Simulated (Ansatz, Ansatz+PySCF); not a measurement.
```yaml
atoms:
  - { symbol: C, position_ang: [0.0000, 0.0000, -0.6655] }
  - { symbol: C, position_ang: [0.0000, 0.0000, 0.6655] }
  - { symbol: H, position_ang: [0.0000, -0.8579, -1.1984] }
  - { symbol: H, position_ang: [0.0000, 0.8579, -1.1984] }
  - { symbol: H, position_ang: [-0.8579, 0.0000, 1.1984] }
  - { symbol: H, position_ang: [0.8579, 0.0000, 1.1984] }
```

UHF on triplet C₂H₄ was run in several spherical basis sets with Ansatz (development build ahead of 0.2.0). Caution: another spin multiplicity may lie lower.

(1) Rank the basis sets by the total energy that they give, lowest first, with the distance from the lowest.
A. cc-pVDZ
B. def2-SVP
C. def2-TZVP
D. cc-pVTZ
E. 6-31G(d)

## Answers

(1) C (0.00 eV), D (0.02 eV), A (0.82 eV), E (0.94 eV), B (2.50 eV).

Totals follow the description of the cores as much as that of the bonds, so this order isn't one of quality for chemistry.
